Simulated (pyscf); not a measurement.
Thermochemistry of product channels of GaH [singlet] + hydrogen fluoride (HF) on the singlet surface, in kcal/mol, from ωB97M-D3(BJ)/def2-TZVP energies (ideal gas, 1 atm, RRHO with modes under 100 cm⁻¹ raised to 100, one conformer, R ln 2 for rigid chiral ones). Structures and frequencies: ωB97X-D3(BJ)/def2-SVP in PySCF.

| products | ΔE | ΔH(298 K) | ΔG(600 K) | ΔG(900 K) |
|---|---|---|---|---|
| F–GaH₂ | -39.4 | -39.5 | -22.0 | -13.3 |
| F–Ga [singlet] + hydrogen (H₂) | -41.6 | -42.5 | -40.5 | -39.7 |

These are energies of the channels, which say nothing of barriers. Elements up to Kr have no core potential and no relativistic terms here.
